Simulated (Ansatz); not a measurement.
# C4H4ClF: the cost of one run

Method: RKS PBE/STO-3G, in Ansatz 0.2.0.

## Step 1: The starting structure

Bond lengths: F1–C2 1.404 Å, C2–C3 1.224 Å, C3–C4 1.425 Å, C4–C5 1.495 Å, C5–Cl6 1.789 Å, C4–H7 1.144 Å, C4–H8 1.087 Å, C5–H9 1.150 Å, C5–H10 1.101 Å. Angles: F1–C2–C3 179.1°, C2–C3–C4 175.2°, C3–C4–C5 114.2°, C3–C4–H7 105.2°, C3–C4–H8 112.7°, C5–C4–H7 107.0°, C5–C4–H8 111.1°, H7–C4–H8 105.9°, C4–C5–Cl6 113.0°, C4–C5–H9 113.8°, C4–C5–H10 110.0°, Cl6–C5–H9 107.0°, Cl6–C5–H10 108.2°, H9–C5–H10 104.4°.

Structure file:

```xyz
10

F     1.5488   -3.0102    1.5138
C     0.8733   -2.0102    0.7972
C     0.2873   -1.1476    0.1562
C    -0.2887   -0.0897   -0.6049
C    -0.2050    1.2521    0.0486
Cl   -1.0385    2.5346   -0.8791
H    -1.3989   -0.3510   -0.6910
H     0.0890   -0.0527   -1.6232
H    -0.6334    1.2771    1.1153
H     0.8491    1.5464    0.1700
```

## Step 2: Preparing the start

The input, input.yaml:

```yaml
crystal:
  periodic: [false, false, false]
  atoms:
    - { symbol: F, position_ang: [1.5488, -3.0102, 1.5138] }
    - { symbol: C, position_ang: [0.8733, -2.0102, 0.7972] }
    - { symbol: C, position_ang: [0.2873, -1.1476, 0.1562] }
    - { symbol: C, position_ang: [-0.2887, -0.0897, -0.6049] }
    - { symbol: C, position_ang: [-0.205, 1.2521, 0.0486] }
    - { symbol: Cl, position_ang: [-1.0385, 2.5346, -0.8791] }
    - { symbol: H, position_ang: [-1.3989, -0.351, -0.691] }
    - { symbol: H, position_ang: [0.089, -0.0527, -1.6232] }
    - { symbol: H, position_ang: [-0.6334, 1.2771, 1.1153] }
    - { symbol: H, position_ang: [0.8491, 1.5464, 0.17] }
basis:
  gaussian: { orbitals: STO-3G }
hamiltonian:
  xc: pbe
relax:
  f_tol: 0.02
  max_steps: 40
```

Command:

```bash
$ ansatz run input.yaml --threads 1 --pin off --max-ram 2048MiB --backend cpu --events-out ev --progress --plain --runs-dir out
```

**Question.** How long does this run take on 1 thread of an Arm CPU, shared host, and how much memory does it need?

About 15 s, with a peak of 0.12 GiB.
